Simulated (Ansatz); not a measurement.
**C₃H₅Cl: up Jacob's ladder to CCSD(T)**

One table from this session's results is given with a row withheld; the runs are named, their logs left out.

Method: functionals in def2-TZVPP, the program's frozen cores in correlated methods; program: Ansatz 0.2.0, Gaussian basis.

Levels to be run: LDA (SPW92), PBE-D4, revPBE-D4, BLYP-D4, r2SCAN-D4, B97M-V, PBE0-D4, B3LYP-D4, r2SCANh-D4, r2SCAN0-D4, HSE06-D4, BHLYP-D4, CAM-B3LYP-D4, LC-ωPBE, ωB97X-V, ωB97M-V, B2PLYP, PBE-QIDH; CCSD(T)/def2-SVP; CCSD(T)/def2-TZVPP; MP2/def2-QZVPP; extrapolation to the limit; RPA on PBE.

### The relaxed structure

All runs share one geometry, relaxed beforehand with PBE0-D4 in a triple-zeta def2 set.

9 atoms, charge 0, spin multiplicity 1.

Atoms are counted from 1 here; the program's logs count them from 0.

Bond lengths: C1–C2 1.325 Å, C1–H5 1.083 Å, C1–H6 1.085 Å, C2–C3 1.483 Å, C2–H7 1.087 Å, C3–Cl4 1.795 Å, C3–H8 1.089 Å, C3–H9 1.090 Å. Angles: C2–C1–H5 121.5°, C2–C1–H6 121.4°, H5–C1–H6 117.1°, C1–C2–C3 123.4°, C1–C2–H7 120.5°, C3–C2–H7 116.1°, C2–C3–Cl4 111.0°, C2–C3–H8 111.7°, C2–C3–H9 111.8°, Cl4–C3–H8 107.1°, Cl4–C3–H9 105.6°, H8–C3–H9 109.3°.

Coordinates:

```xyz
9
C3H5Cl
C    -0.2867    1.3094   -0.4504
C     0.3803    0.1665   -0.3897
C     0.0908   -0.8964    0.6031
Cl   -0.3832   -2.4245   -0.2105
H    -0.0360    2.0731   -1.1769
H    -1.1081    1.5224    0.2265
H     1.1915   -0.0352   -1.0839
H    -0.7291   -0.6187    1.2638
H     0.9688   -1.1427    1.2011
```

Set-up of the first run:

File in.yaml:

```yaml
crystal:
  periodic: [false, false, false]
  atoms:
    - {symbol: C, position_ang: [-0.286705, 1.309445, -0.450430]}
    - {symbol: C, position_ang: [0.380312, 0.166470, -0.389733]}
    - {symbol: C, position_ang: [0.090801, -0.896395, 0.603085]}
    - {symbol: Cl, position_ang: [-0.383157, -2.424498, -0.210530]}
    - {symbol: H, position_ang: [-0.035957, 2.073064, -1.176926]}
    - {symbol: H, position_ang: [-1.108067, 1.522390, 0.226534]}
    - {symbol: H, position_ang: [1.191514, -0.035224, -1.083907]}
    - {symbol: H, position_ang: [-0.729117, -0.618726, 1.263834]}
    - {symbol: H, position_ang: [0.968776, -1.142726, 1.201070]}
basis:
  gaussian: {orbitals: def2-TZVPP}
hamiltonian: {xc: lda}
output: {orbitals: {seedname: orbitals}}
```

The run is started by

```bash
$ ansatz run in.yaml --threads 4 --pin off --events-out ev --progress --plain --max-ram 10444MiB
```

Steps of the session up to this table: LDA; PBE-D4 (GGA); revPBE-D4 (GGA); BLYP-D4 (GGA); r2SCAN-D4 (meta-GGA); B97M-V (meta-GGA); PBE0-D4 (hybrid); B3LYP-D4 (hybrid); r2SCANh-D4 (hybrid); r2SCAN0-D4 (hybrid); HSE06-D4 (hybrid); BHLYP-D4 (hybrid); CAM-B3LYP-D4 (range-separated); LC-ωPBE (range-separated); ωB97X-V (range-separated); ωB97M-V (range-separated); B2PLYP (double hybrid); PBE-QIDH (double hybrid).

One table of the session follows, with a row left open; its other results are not shown here.

It belongs to the step «Frontier levels by functional». 

```
  functional  HOMO (eV)  gap (eV)
 LDA (SPW92)      -6.91      5.21
      PBE-D4      -6.75      5.28
   revPBE-D4          ?         ?
     BLYP-D4      -6.58      5.25
   r2SCAN-D4      -6.99      5.74
      B97M-V      -7.00      5.84
     PBE0-D4      -7.92      7.50
    B3LYP-D4      -7.68      7.02
  r2SCANh-D4      -7.43      6.56
  r2SCAN0-D4      -8.08      7.78
    HSE06-D4      -7.52      6.71
    BHLYP-D4      -8.90      9.63
CAM-B3LYP-D4      -9.25     10.00
     LC-ωPBE     -10.68     12.61
     ωB97X-V     -10.27     12.12
     ωB97M-V     -10.16     11.88
```

**Question.** Estimate the row for revPBE-D4.

The run gave: HOMO (eV): -6.69; gap (eV): 5.30. In the column «HOMO (eV)» it lies between PBE-D4 (-6.75) and BLYP-D4 (-6.58).
